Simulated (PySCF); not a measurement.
Species: CH3 (charge +1).
Cartesian coordinates in Å at the PBE0-D3(BJ)/def2-SVP level; atoms count from 1:
```
atom  x, y, z in Å
C1     0.0051    0.0024   -0.0114
H2     1.0557   -0.3249    0.0772
H3    -0.8034   -0.7470   -0.0690
H4    -0.2369    1.0790   -0.0424
```

Method used: MP2 and CCSD/aug-cc-pVTZ in PySCF, restricted Hartree–Fock reference, frozen core, non-relativistic, gas phase, PBE0-D3(BJ)/def2-SVP geometry.

E(HF) = -39.24683 Eh.

Question: How large is the problem?

Answer: 115 basis functions and 8 electrons; 1 orbital frozen, which leaves o = 3 correlated occupied and v = 111 virtual orbitals. That is o·v = 333 singles and o·v(o·v + 1)/2 = 55611 distinct closed-shell doubles amplitudes before symmetry; the costliest CCSD step grows as o²v⁴ = 1.4 × 10^9.

Question: What are the MP2 and CCSD correlation energies?

Answer: MP2 -0.1335 Eh and CCSD -0.1554 Eh, which gives totals of -39.38037 and -39.40221 Eh. That is 0.705 eV for each correlated electron at CCSD (408 kJ/mol in all, 0.394 % of the total energy); MP2 gives 85.9 % of the CCSD value.

Question: What is the T1 diagnostic?

Answer: 0.0051, below the customary warning level of 0.02. It is the norm of the spatial-orbital singles amplitudes over the root of the number of correlated electrons, so the norm is 0.012.

No triples correction and no basis-set extrapolation were made.

The job also held the EOM ionisation and excitation roots. On an Arm Neoverse V1 with one thread, no GPU, shared host, this took 1.9 min.
